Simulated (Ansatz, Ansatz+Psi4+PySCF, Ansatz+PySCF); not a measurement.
```
atom    x (Å)    y (Å)   z (Å)
   C   0.0623   0.6009  0.0000
   O   0.0623  -0.6234  0.0000
   H  -0.8720   1.2319  0.0000
```

Basis set: cc-pVTZ (spherical functions). Frozen core: 2 orbitals. Correlation on ROHF uses semicanonical orbitals with singles. Charge 0, multiplicity 2.

Computed with Ansatz (development build ahead of 0.2.0); each method stands on the lowest determinant of its kind that the runs found.

The atomization energy at this shape (free ground-state atoms in the same class of orbitals less the molecule, no zero-point energy) of doublet CHO:

```json
{"method": "ROHF-MP2", "atomization energy": "12.13 eV"}
{"method": "UHF-MP2", "atomization energy": "12.08 eV"}
```

**Question.** What does ROHF-CCSD(T) give?

**Answer.** 11.62 eV.
